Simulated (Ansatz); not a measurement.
Reaction (SMILES): P (PH3) → [PH2-] + H+
B3LYP-D3(BJ)/def2-TZVP geometries, fixed; electronic energies without zero-point terms.

Basis-set convergence of the deprotonation energy at MP2 with Ansatz (a quantum-chemistry and plane-wave program). Cartesian d functions, on some or all atoms, in 6-31G*, 6-31+G*, 6-31G**, 6-311+G**; all else is spherical. Cores are frozen. No added dispersion term, no relativity. Functions are those of the species that has most. Reference: Hartree-Fock in aug-cc-pV(Q+d)Z plus the correlation part extrapolated as X^-3 from aug-cc-pV(T+d)Z and aug-cc-pV(Q+d)Z, 370.61 kcal/mol, itself unsure by roughly 0.15 kcal/mol (a third of the extrapolation step and of the last Hartree-Fock step). Deviations are taken from unrounded values.

```tsv
basis	functions	deprotonation energy (kcal/mol)	minus reference (kcal/mol)
6-31G*	25	383.34	12.73
6-31+G*	29	371.48	0.88
6-31G**	34	388.03	17.42
cc-pV(D+d)Z	38	390.17	19.57
6-311+G**	49	377.61	7.01
def2-TZVP	55	378.59	7.98
aug-cc-pV(D+d)Z	59	369.90	-0.70
pcseg-2	76	382.22	11.62
def2-TZVPP	84	379.85	9.24
```
